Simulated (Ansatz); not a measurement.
# C₂H₃NS: taking an electron away

How much energy removes an electron from C₂H₃NS at fixed geometry? The cation is run at each level and the neutral's energy taken from earlier runs.

Method: unrestricted cation, the program's frozen cores in correlated methods; program: Ansatz 0.2.0, Gaussian basis.

Levels to be run: UKS PBE-D4/def2-TZVPP; UKS r2SCAN-D4/def2-TZVPP; UKS PBE0-D4/def2-TZVPP; UKS B3LYP-D4/def2-TZVPP; UKS wB97X-V/def2-TZVPP; UKS wB97M-V/def2-TZVPP; UKS B2PLYP/def2-TZVPP; UHF-CCSD(T)/def2-TZVPP; UHF-MP2/def2-QZVPP; extrapolation to the limit; then −ε(HOMO) from the neutral's earlier runs with LDA (SPW92), PBE-D4, revPBE-D4, BLYP-D4, r2SCAN-D4, B97M-V, PBE0-D4, B3LYP-D4, r2SCANh-D4, r2SCAN0-D4, HSE06-D4, BHLYP-D4, CAM-B3LYP-D4, LC-ωPBE, ωB97X-V, ωB97M-V.

## (1) The geometry

An earlier PBE0-D4 in a triple-zeta def2 set relaxation fixed the geometry.

SMILES `NC=C=S`, 7 atoms, charge 0, spin multiplicity 1.

Atoms are counted from 1 here; the program's logs count them from 0.

Bond lengths: N1–C2 1.407 Å, N1–H5 1.010 Å, N1–H6 1.011 Å, C2–C3 1.311 Å, C2–H7 1.086 Å, C3–S4 1.558 Å. Angles: C2–N1–H5 112.6°, C2–N1–H6 112.1°, H5–N1–H6 109.4°, N1–C2–C3 126.2°, N1–C2–H7 116.3°, C3–C2–H7 117.3°, C2–C3–S4 178.0°.

## (2) Cation, UKS PBE-D4/def2-TZVPP

The input, in.yaml:

```yaml
crystal:
  periodic: [false, false, false]
  atoms:
    - {symbol: N, position_ang: [-0.047128, 1.161230, -0.168964]}
    - {symbol: C, position_ang: [0.341509, -0.088129, 0.347681]}
    - {symbol: C, position_ang: [0.093711, -1.258859, -0.187888]}
    - {symbol: S, position_ang: [-0.157271, -2.643758, -0.855844]}
    - {symbol: H, position_ang: [-0.682005, 1.077634, -0.950186]}
    - {symbol: H, position_ang: [-0.461977, 1.752550, 0.539046]}
    - {symbol: H, position_ang: [0.974460, -0.068466, 1.230355]}
basis:
  gaussian: {orbitals: def2-TZVPP}
total_charge: 1
magnetization: {spin_polarized: true, initial_magnetization: 1}
hamiltonian: {xc: pbe, dispersion: d4}
```

On the command line:

```sh
$ ansatz run in.yaml --threads 2 --pin off --events-out ev --progress --plain --max-ram 4352MiB
```

The runs that follow: Cation, UKS r2SCAN-D4/def2-TZVPP; Cation, UKS PBE0-D4/def2-TZVPP; Cation, UKS B3LYP-D4/def2-TZVPP; Cation, UKS wB97X-V/def2-TZVPP; Cation, UKS wB97M-V/def2-TZVPP; Cation, UKS B2PLYP (frozen core)/def2-TZVPP; Cation, UHF-CCSD(T)/def2-TZVPP; Cation, UHF-MP2/def2-QZVPP.

**Question.** What will the summary of the whole plan be? Wanted: ionisation energy, CCSD(T)/CBS; nearest functional by difference; nearest −ε(HOMO); −ε(HOMO) of PBE; T1 of the cation.

As calculated:

| quantity | value |
| --- | --- |
| ionisation energy, CCSD(T)/CBS | 8.03 eV |
| nearest functional by difference | ωB97X-V (-0.22 eV) |
| nearest −ε(HOMO) | LC-ωPBE (+0.09 eV) |
| −ε(HOMO) of PBE | 4.50 eV |
| T1 of the cation | 0.043 |

What this shows: By cation minus neutral, the functionals miss by 0.43 eV at most. The PBE orbital energy is 3.5 eV too small: a semilocal HOMO is no ionisation energy. Among orbital estimates LC-ωPBE comes nearest. Hartree-Fock falls 1.12 eV short, as the neutral has more correlation energy than the cation. The cation's T1 (from the report) is 0.043, near the customary mark of 0.045 for open shells, so the coupled-cluster value is less safe.
